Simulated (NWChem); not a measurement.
System: trifluoromethane (CHF₃); SMILES FC(F)F

NWChem input:

```
start job
memory heap 200 mb stack 900 mb global 1100 mb
geometry units angstroms noautosym nocenter noautoz
  F      0.892056     0.892056    -0.130277
  C      0.000000     0.000000     0.334994
  F      0.326515    -1.218572    -0.130277
  F     -1.218572     0.326515    -0.130277
  H      0.000000     0.000000     1.448965
end
basis spherical
  F library def2-tzvp
  C library def2-tzvp
  H library def2-tzvp
end
dft
  xc b3lyp
  iterations 150
end
task dft gradient
```

Output (shortened):

```
             Northwest Computational Chemistry Package (NWChem) 7.3.0
             --------------------------------------------------------

                             Geometry "geometry" -> ""
                             -------------------------

 Output coordinates in angstroms (scale by  1.889725989 to convert to a.u.)

  No.       Tag          Charge          X              Y              Z
 ---- ---------------- ---------- -------------- -------------- --------------
    1 F                    9.0000     0.89205600     0.89205600    -0.13027700
    2 C                    6.0000     0.00000000     0.00000000     0.33499400
    3 F                    9.0000     0.32651500    -1.21857200    -0.13027700
    4 F                    9.0000    -1.21857200     0.32651500    -0.13027700
    5 H                    1.0000     0.00000000     0.00000000     1.44896500

 Effective nuclear repulsion energy (a.u.)     132.5232834733

                                 NWChem DFT Module
                                 -----------------

 Summary of "ao basis" -> "ao basis" (spherical)
 ------------------------------------------------------------------------------
       Tag                 Description            Shells   Functions and Types
 ---------------- ------------------------------  ------  ---------------------
 F                         def2-tzvp                11       31   5s3p2d1f
 C                         def2-tzvp                11       31   5s3p2d1f
 H                         def2-tzvp                 4        6   3s1p

            General Information
            -------------------
          SCF calculation type: DFT
          Wavefunction type:  closed shell.
          No. of atoms     :     5
          No. of electrons :    34
           Alpha electrons :    17
            Beta electrons :    17
          Charge           :     0
          Spin multiplicity:     1
          Use of symmetry is: off; symmetry adaption is: off
          Maximum number of iterations: 150
          AO basis - number of functions:   130
                     number of shells:    48
          Convergence on energy requested:  1.00D-06
          Convergence on density requested:  1.00D-05
          Convergence on gradient requested:  5.00D-04

              XC Information
              --------------
                         B3LYP Method XC Potential
                     Hartree-Fock (Exact) Exchange  0.200
                        Slater Exchange Functional  0.800 local
                    Becke 1988 Exchange Functional  0.720 non-local
              Lee-Yang-Parr Correlation Functional  0.810
                  VWN I RPA Correlation Functional  0.190 local

             Grid Information
             ----------------
          Grid used for XC integration:  medium
          Radial quadrature: Mura-Knowles
          Angular quadrature: Lebedev.
          Tag              B.-S. Rad. Rad. Pts. Rad. Cut. Ang. Pts.
          ---              ---------- --------- --------- ---------
          F                   0.50       49           7.0       434
          C                   0.70       49           7.0       434
          H                   0.35       45           7.0       434
          Grid pruning is: on
          Number of quadrature shells:   241
          Spatial weights used:  Erf1

      Superposition of Atomic Density Guess
      -------------------------------------

 Sum of atomic energies:        -336.42537251

      Non-variational initial energy
      ------------------------------

 Total energy =    -337.421438
 1-e energy   =    -732.351734
 2-e energy   =     262.407012
 HOMO         =      -0.463615
 LUMO         =       0.166268

   convergence    iter        energy       DeltaE   RMS-Dens  Diis-err
 ---------------- ----- ----------------- --------- --------- ---------
 d= 0,ls=0.0,diis     1   -338.2337112210 -4.71D+02  7.79D-03  1.78D+00
 d= 0,ls=0.0,diis     2   -338.1190333482  1.15D-01  4.31D-03  3.50D+00
 d= 0,ls=0.0,diis     3   -338.3906636402 -2.72D-01  7.02D-04  4.50D-02
 d= 0,ls=0.0,diis     4   -338.3926939572 -2.03D-03  3.10D-04  8.88D-03
 d= 0,ls=0.0,diis     5   -338.3933478329 -6.54D-04  3.24D-05  5.11D-05
  Resetting Diis
 d= 0,ls=0.0,diis     6   -338.3933530235 -5.19D-06  2.24D-06  2.54D-07
 d= 0,ls=0.0,diis     7   -338.3933530515 -2.80D-08  4.57D-07  1.42D-08

         Total DFT energy =     -338.393353051531
      One electron energy =     -732.910367953190
           Coulomb energy =      299.191586093271
    Exchange-Corr. energy =      -37.197854664939
 Nuclear repulsion energy =      132.523283473326

 Numeric. integr. density =       33.999997222432

                       DFT Final Molecular Orbital Analysis
                       ------------------------------------

 Vector   15  Occ=2.000000D+00  E=-4.497151D-01
              MO Center= -2.7D-01, -2.7D-01, -8.6D-02, r^2= 1.9D+00
   Bfn.  Coefficient  Atom+Function         Bfn.  Coefficient  Atom+Function
  ----- ------------  ---------------      ----- ------------  ---------------
    70      0.249146  3 F  pz               101     -0.248777  4 F  pz
    73      0.200445  3 F  pz               104     -0.200147  4 F  pz
    69     -0.191952  3 F  py                99      0.191528  4 F  px
    72     -0.156127  3 F  py               102      0.155782  4 F  px
    68      0.144936  3 F  px               100     -0.145240  4 F  py

[...]

                         DFT ENERGY GRADIENTS

    atom               coordinates                        gradient
                 x          y          z           x          y          z
   1 F       1.685741   1.685741  -0.246188    0.003535   0.003535  -0.000765
   2 C       0.000000   0.000000   0.633047    0.000002   0.000002  -0.012332
   3 F       0.617024  -2.302767  -0.246188    0.001292  -0.004831  -0.000765
   4 F      -2.302767   0.617024  -0.246188   -0.004831   0.001292  -0.000765
   5 H       0.000000   0.000000   2.738147    0.000001   0.000001   0.014628
```

Level: B3LYP/def2-TZVP. Structure relaxed at the PBE-D3(BJ)/def2-SVP level.
